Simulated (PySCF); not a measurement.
Silicon sulfide, SiS (singlet state).
SMILES: `[Si]=S`

Method used: CAM-B3LYP/def2-SVPD in PySCF (dipole) on a GFN2-xTB geometry, gas phase.

Masses are those of the commonest isotopes; rigid-rotor values at the optimised geometry. 

(1) What are the moment of inertia and the rotational constant?

(2) List the first levels of a rigid rotor in a Σ state.

(3) Where do the first rotational lines fall?

Results:

(1) I = 59.678 u·Å², B = 505379 MHz·u·Å²/I = 8468 MHz (0.2825 cm⁻¹, or 0.406 K as hB/k). For two atoms I = μr² with μ = 14.9207 u and r = 1.9999 Å.

(2) E(J) = BJ(J+1): J = 1: 0.565, J = 2: 1.695, J = 3: 3.390, J = 4: 5.649, J = 5: 8.474, J = 6: 11.864 cm⁻¹.

(3) The dipole is 2.24 D; J+1 ← J lies at 2B(J+1): 1 ← 0 at 16.94 GHz, 2 ← 1 at 33.87 GHz, 3 ← 2 at 50.81 GHz, 4 ← 3 at 67.75 GHz, 5 ← 4 at 84.68 GHz, 6 ← 5 at 101.62 GHz.

Not checked by GFN2-xTB frequencies. Constants of a rigid frame at the computed geometry: no zero-point averaging, no centrifugal distortion.
